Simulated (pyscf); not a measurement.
H₃C–Ga(CH₃)–NH₂ + methyl (CH₃•) → H₃C–Ga(CH₃)–NH• + methane (CH₄) (hydrogen abstraction; doublet surface; H–N broken, C–H formed). PySCF, gas phase, ωB97X-D3(BJ)/def2-SVP geometries. Rate constants from transition-state theory, ωB97M-D3(BJ)/def2-TZVP energies (ideal gas, 1 atm, RRHO with modes under 100 cm⁻¹ raised to 100, one conformer, R ln 2 for chiral ones without a mode under 150 cm⁻¹; no tunnelling), k in cm³ molecule⁻¹ s⁻¹.

```json
[
 {"T (K)": "298", "1000/T": "3.354", "log10 k": "-25.50"},
 {"T (K)": "600", "1000/T": "1.667", "log10 k": "-18.79"},
 {"T (K)": "900", "1000/T": "1.111", "log10 k": "-16.38"},
 {"T (K)": "1200", "1000/T": "0.833", "log10 k": "?"}
]
```

**Question.** Fit an Arrhenius line to the three values, give the activation energy, and predict k at 1200 K.

**Answer.** Least squares gives log10 k = -11.96 − 4.05 × 1000/T, so Ea = 4.05 × ln 10 × 1.987 = 18.5 kcal/mol, against an electronic barrier of 18.1. At 1200 K the line gives -15.34; the computed value is -15.06 (ΔG‡ = 53.1 kcal/mol), a factor 1.9 over the line, since the plot is curved. This is the saddle that the search found; another between the same sides may lie lower. The angle at the transferred H is 168°. Elements up to Kr have no core potential and no relativistic terms here.
